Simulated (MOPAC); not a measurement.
MOPAC input (PM6):

```
PM6 1SCF UHF MS=0.5 GEO-OK AUX(PRECISION=9) THREADS=1
CHO

C     0.04971801 1    0.58373572 1   -0.00114401 1
O     0.07409359 1   -0.58783396 1   -0.00094961 1
H    -0.89105678 1    1.20025732 1    0.01446098 1
```

Output:

```
 *******************************************************************************
 **                                                                           **
 **                              MOPAC v23.2.5                                **
 **                                                                           **
 *******************************************************************************
 ** MOPAC's Digital Object Identifier: https://doi.org/10.5281/zenodo.6511958 **
 **                                                                           **
 ** Please cite the open-source release paper for use of this MOPAC version:  **
 ** J. E. Moussa and J. J. P. Stewart (2026)                                  **
 ** MOPAC: An open-source semiempirical molecular orbital program             **
 ** J. Open Source Softw., 11(119), 8025, https://doi.org/10.21105/joss.08025 **
 *******************************************************************************

                              PM6 CALCULATION RESULTS

 *******************************************************************************
 *  PM6        - The PM6 Hamiltonian to be used
 *  GEO-OK     - OVERRIDE INTERATOMIC DISTANCE AND OTHER SAFETY CHECKS
 *  UHF        - UNRESTRICTED HARTREE-FOCK CALCULATION
 *  MS=        - IN MECI, MAGNETIC COMPONENT OF SPIN =  0.5
 *  1SCF       - DO 1 SCF AND THEN STOP
 *  AUX        - OUTPUT AUXILIARY INFORMATION
 *******************************************************************************
PM6 1SCF UHF MS=0.5 GEO-OK AUX(PRECISION=9) THREADS=1
 CHO

   ATOM   CHEMICAL          X               Y               Z
  NUMBER   SYMBOL      (ANGSTROMS)     (ANGSTROMS)     (ANGSTROMS)

     1       C          0.04971801  *   0.58373572  *  -0.00114401  *
     2       O          0.07409359  *  -0.58783396  *  -0.00094961  *
     3       H         -0.89105678  *   1.20025732  *   0.01446098  *

          CARTESIAN COORDINATES

    NO.       ATOM           X           Y           Z

     1         C          0.0497      0.5837     -0.0011
     2         O          0.0741     -0.5878     -0.0009
     3         H         -0.8911      1.2003      0.0145

 General Reference for PM6:
 "Optimization of Parameters for Semiempirical Methods V: Modification of NDDO Approximations
 and Application to 70 Elements", J. J. P. Stewart, J. Mol. Mod., 13, 1173-1213 (2007)
 URL: https://link.springer.com/article/10.1007/s00894-007-0233-4

           Empirical Formula: C H O  =     3 atoms

      MOLECULAR POINT GROUP   :   Cs

          UHF CALCULATION, NO. OF ALPHA ELECTRONS =    6
                           NO. OF BETA  ELECTRONS =    5

 -------------------------------------------------------------------------------
 PM6 1SCF UHF MS=0.5 GEO-OK AUX(PRECISION=9) THREADS=1
 CHO

     1SCF WAS SPECIFIED, SO BFGS WAS NOT USED
     SCF FIELD WAS ACHIEVED

                              PM6 CALCULATION
                                                       MOPAC v23.2.5 Linux

          FINAL HEAT OF FORMATION =          0.40635 KCAL/MOL =       1.70016 KJ/MOL

          COSMO AREA              =         59.10 SQUARE ANGSTROMS
          COSMO VOLUME            =         41.32 CUBIC ANGSTROMS

          IONIZATION POTENTIAL    =          9.420766 EV
          ALPHA SOMO LUMO (EV)    =         -9.421  0.357
          BETA  SOMO LUMO (EV)    =        -13.179  0.341
          NO. OF ALPHA ELECTRONS  =          6
          NO. OF BETA  ELECTRONS  =          5
          MOLECULAR WEIGHT        =         29.0183         POINT GROUP:  Cs

          MOLECULAR DIMENSIONS (Angstroms)

            Atom       Atom       Distance
            H     3    O     2     2.03200
            O     2    C     1     0.53509
            C     1    H     3     0.00000

          SCF CALCULATIONS        =          1

   ATOM   CHEMICAL          X               Y               Z
  NUMBER   SYMBOL      (ANGSTROMS)     (ANGSTROMS)     (ANGSTROMS)

     1       C          0.04971801  *   0.58373572  *  -0.00114401  *
     2       O          0.07409359  *  -0.58783396  *  -0.00094961  *
     3       H         -0.89105678  *   1.20025732  *   0.01446098  *

                             CARTESIAN COORDINATES

   1    C        0.049718010     0.583735720    -0.001144010
   2    O        0.074093590    -0.587833960    -0.000949610
   3    H       -0.891056780     1.200257320     0.014460980

           Empirical Formula: C H O  =     3 atoms

      MOLECULAR POINT GROUP   :   Cs

          ALPHA EIGENVALUES
 -33.64953 -22.23622 -17.07082 -15.55765 -14.31875  -9.42077   0.35671   4.18443
   4.45570

           BETA EIGENVALUES
 -32.54490 -21.36950 -15.50763 -14.97542 -13.17867   0.34074   0.78512   4.57279
   5.28235

              NET ATOMIC CHARGES AND DIPOLE CONTRIBUTIONS

  ATOM NO.   TYPE          CHARGE      No. of ELECS.   s-Pop       p-Pop
    1          C           0.150998        3.8490     1.34626     2.50274
    2          O          -0.278447        6.2784     1.83269     4.44576
    3          H           0.127449        0.8726     0.87255
 DIPOLE           X         Y         Z       TOTAL
 POINT-CHG.    -0.609     1.944     0.009     2.037
 HYBRID        -0.653    -0.656     0.011     0.926
 SUM           -1.262     1.288     0.021     1.803

          ATOMIC ORBITAL ELECTRON POPULATIONS

     Atom    s        px        py        pz
    1  C   1.34626   1.03361   0.90989   0.55924
    2  O   1.83269   1.65708   1.34772   1.44096
    3  H   0.87255

                    (SZ)    =    0.500000
                    (S**2)  =    0.752603

          ATOMIC ORBITAL SPIN POPULATIONS

    Atom   Total    s     px     py     pz
         Atomic
    1  C  0.5161  0.124  0.357  0.057 -0.022
    2  O  0.3603  0.010  0.299  0.029  0.023
    3  H  0.1236  0.124

 **********************
 *                    *
 * JOB ENDED NORMALLY *
 *                    *
 **********************

 == MOPAC DONE ==
```
